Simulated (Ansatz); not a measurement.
**CHSi+ (quintet): wave-function methods side by side, 6-31G**

Aim: climb from Hartree-Fock through coupled cluster and multireference methods for CHSi+ (quintet) at one geometry and basis, and see what each rung misses.

Program: Ansatz 0.2.0, Gaussian basis. Level of theory: 6-31G, core rule «outside noble gas», up to 6 orbitals frozen. These are calculated values, not measurements.

Plan: UHF; CCSD(T) on ROHF; CCSD(T) on UHF; BCCD(T) on ROHF; CISD; CCSDT(Q) on ROHF; CCSDT(Q) on UHF; CISDTQ; CCSDTQ on ROHF; CCSDTQ on UHF; CASSCF and MRCISD+Q, 8 electrons in 9 orbitals; CASSCF and MRCISD+Q(relaxed), 8 electrons in 9 orbitals; CASSCF and NEVPT2, 8 electrons in 9 orbitals; Full CI.

18 further runs of the same task are left out: 6 that didn't finish, 12 set aside as unsound or not needed.

## (1) What is computed

The geometry is a PBE0/def2-TZVP stationary point (not a proven minimum) of the parent state, kept for this charge and spin.

3 atoms, charge 1, spin multiplicity 5.

Atoms are counted from 1 here; the program's logs count them from 0.

Bond lengths: Si1–C2 1.893 Å, C2–H3 1.096 Å. Angles: Si1–C2–H3 133.1°.

## (2) UHF

Contents of in.yaml:

```yaml
crystal:
  periodic: [false, false, false]
  atoms:
    - {symbol: Si, position_ang: [0.000000, 0.032553, 0.617233]}
    - {symbol: C, position_ang: [0.000000, -0.127023, -1.268554]}
    - {symbol: H, position_ang: [0.000000, 0.606549, -2.082531]}
basis:
  gaussian: {orbitals: 6-31G}
total_charge: 1
magnetization: {spin_polarized: true, initial_magnetization: 4}
hamiltonian: {xc: hf}
output: {orbitals: {seedname: orbitals}}
```

Command:

```console
ansatz run in.yaml --threads 1 --pin off --events-out ev --progress --plain --max-ram 2393MiB
```

Further steps of the session: CCSD(T) on ROHF; CCSD(T) on UHF; BCCD(T) on ROHF; CISD; CCSDT(Q) on ROHF; CCSDT(Q) on UHF; CISDTQ; CCSDTQ on ROHF; CCSDTQ on UHF; CASSCF and MRCISD+Q, 8 electrons in 9 orbitals; CASSCF and MRCISD+Q(relaxed), 8 electrons in 9 orbitals; CASSCF and NEVPT2, 8 electrons in 9 orbitals; Full CI.

Q: Predict the results of all the runs planned. Wanted: FCI below the RHF energy; RMP2 from FCI; UMP2 from FCI; RCCSD from FCI; RCCSD(T) from FCI; UCCSD(T) from FCI; RCCSDT(Q) from FCI; UCCSDT(Q) from FCI; NEVPT2 valence from FCI.

The runs gave:

| quantity | value |
| --- | --- |
| FCI below the RHF energy | -2.5835 eV |
| RMP2 from FCI | +15.29 kcal/mol |
| UMP2 from FCI | +15.66 kcal/mol |
| RCCSD from FCI | +1.81 kcal/mol |
| RCCSD(T) from FCI | +0.55 kcal/mol |
| UCCSD(T) from FCI | +0.52 kcal/mol |
| RCCSDT(Q) from FCI | +0.02 kcal/mol |
| UCCSDT(Q) from FCI | 0.00 kcal/mol |
| NEVPT2 valence from FCI | +4.69 kcal/mol |
| MRCISD+Q valence from FCI | +0.20 kcal/mol |
| MRCISD+Q(relaxed) valence from FCI | -0.05 kcal/mol |
| levels within 1 kcal/mol (43 meV) | RCCSD(T), UCCSD(T), BCCD(T), RCCSDT, UCCSDT, CISDTQ, RCCSDT(Q), UCCSDT(Q), RCCSDTQ, UCCSDTQ, MRCISD valence, MRCISD+Q valence, MRCISD+Q(relaxed) valence |
| T1 diagnostic | 0.033 |
| effectively unpaired electrons | 4.03 |

In words: RCCSD(T) lands +0.55 kcal/mol from the yardstick (0.9 % of the correlation energy). MRCISD+Q(relaxed) valence falls below full CI: the +Q correction isn't variational, and the cores differ from full CI's. One determinant dominates. Of the multireference levels listed MRCISD+Q(relaxed) valence comes nearest in total energy (-0.05 kcal/mol), which doesn't show that its space is the better one. These misses are within one basis, not against nature; the frozen cores of restricted and unrestricted runs differ, which can shift their rows.
